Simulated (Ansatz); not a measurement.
This Ansatz (a quantum-chemistry and plane-wave program) input (MP2/aug-cc-pV(Q+d)Z) gives -291.42163 Eh with 273 basis functions. A basis named .json is the Basis Set Exchange file of that set (core-valence sets with the plain set on hydrogen).

Ansatz 0.2 input:
```yaml
crystal:
  periodic: [false, false, false]
  atoms:
    - {symbol: Si, position_ang: [-0.00000000, -0.00000000, 0.00000000]}
    - {symbol: H, position_ang: [0.87559489, 0.85467525, 0.83309847]}
    - {symbol: H, position_ang: [-0.82219976, -0.86546541, 0.87529791]}
    - {symbol: H, position_ang: [-0.88619780, 0.85452031, -0.82197187]}
    - {symbol: H, position_ang: [0.83280267, -0.84373015, -0.88642451]}
basis:
  gaussian:
    orbitals: aug-cc-pV_Q+d_Z.json
magnetization: {spin_polarized: false}
correlation: {method: mp2, electrons: outside_noble_gas}
```

Change:
```diff
- orbitals: aug-cc-pV_Q+d_Z.json
+ orbitals: aug-pcseg-3
```

### Question
What does the run give now?

### Answer
-291.41396 Eh (MP2/aug-pcseg-3, 285 functions), a change of +7.67 mEh.
